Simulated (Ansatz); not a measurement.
**SiPH4 (SMILES [SiH2]P): the electronic atomisation energy, rung by rung**

The species is SiPH4 (6 atoms), meant as a doublet with charge 0. As SMILES, `[SiH2]P`. The shape is that of a GFN2-xTB optimisation. This is one conformer, not always the lowest.

Each level gives the electronic atomisation energy (eV). The values are calculated. Electronic energies at fixed atoms, without zero-point motion or spin-orbit coupling.

```csv
level,kind,program,value (eV),less FCI/STO-3G
UHF/STO-3G,Hartree–Fock,Ansatz,16.07,-2.27
UBLYP/STO-3G,GGA,Ansatz,21.81,+3.47
UPBE/STO-3G,GGA,Ansatz,21.89,+3.55
UBHLYP/STO-3G,global hybrid,Ansatz,20.84,+2.50
UHSE06/STO-3G,range-separated hybrid,Ansatz,21.32,+2.98
UBCCD(T)/STO-3G,coupled cluster or CI,Ansatz,18.33,-0.01
UCCSD/STO-3G,coupled cluster or CI,Ansatz,18.31,-0.03
UCCSDT/STO-3G,coupled cluster or CI,Ansatz,18.34,0.00
FCI/STO-3G,exact in the basis,Ansatz,18.34,0.00
```

FCI/STO-3G is exact within its basis and frozen core, so for wave-function methods in that basis the difference is their error; functionals converge differently with the basis, so for them it is only a difference. The values span 16.07 to 21.89 eV. All rows use very small basis sets, so even the best lies far from the true value.
